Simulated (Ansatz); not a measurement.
## bcc Fe

Calculation: rVV10 (plane waves, PAW; Ansatz, a quantum-chemistry and plane-wave program).

Run with plane-wave cutoff 520 eV, 26×26×26 k mesh, Fermi–Dirac smearing 0.05 eV, spin-polarised with parallel moments, scalar-relativistic PAW data made under PBE.

Cell (relaxed at this level):

```
CELL_PARAMETERS angstrom
     -1.42000     1.42000     1.42000
      1.42000    -1.42000     1.42000
      1.42000     1.42000    -1.42000
ATOMIC_POSITIONS crystal
  Fe 0.00000 0.00000 0.00000
```
Starting moments (μB, in the order of the record's atoms Fe): 2.5.

| Quantity | Value |
|---|---|
| bulk modulus | 199 GPa |
| band gap | none |
| magnetic moment per atom (the cell's total over its atoms) | 2.11 μB |

Measured, for comparison: bulk modulus 174 GPa (corrected for temperature and zero-point phonon effects, our sources range from 170 to 175; as tabulated in Levämäki et al. (2014), arXiv:1402.3671). Computed (rounded) less measured: bulk modulus +14 % (+14 % to +17 % over the range).

Moments are spin moments.

Computed values are for the static lattice.
